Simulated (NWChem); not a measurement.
# Total energies of Na2

```
Na
Na 1 3.1094
```
Charge 0, spin multiplicity 1.

The numbers come from NWChem runs, not from measurements. The geometry was optimised at PBE/def2-SVP, a minimum by its harmonic frequencies.

Basis set: cc-pVTZ (68 functions).

| method | total energy (Ha) | relative cost |
|---|---|---|
| RHF | -323.71508 | 1 |
| MP2 | -323.75878 | 3 |
| B2PLYP | -324.36001 | 4 |
| PBE | -324.36013 | under 3 |
| B3LYP | -324.62059 | under 3 |
| PBE0 | -324.38709 | under 3 |
| CCSD(T) | -323.76915 | 40 |

Total energies of different functionals aren't comparable as a measure of quality: only differences taken within one method are. Relative cost: rough, from shared machines, SCF included, RHF = 1.

The correlated methods keep 2 core orbitals frozen. B3LYP has NWChem's definition, with VWN1-RPA local correlation. The structure started from a generated list of species. No row is a measurement; the coupled-cluster row has its own basis-set and correlation limits.
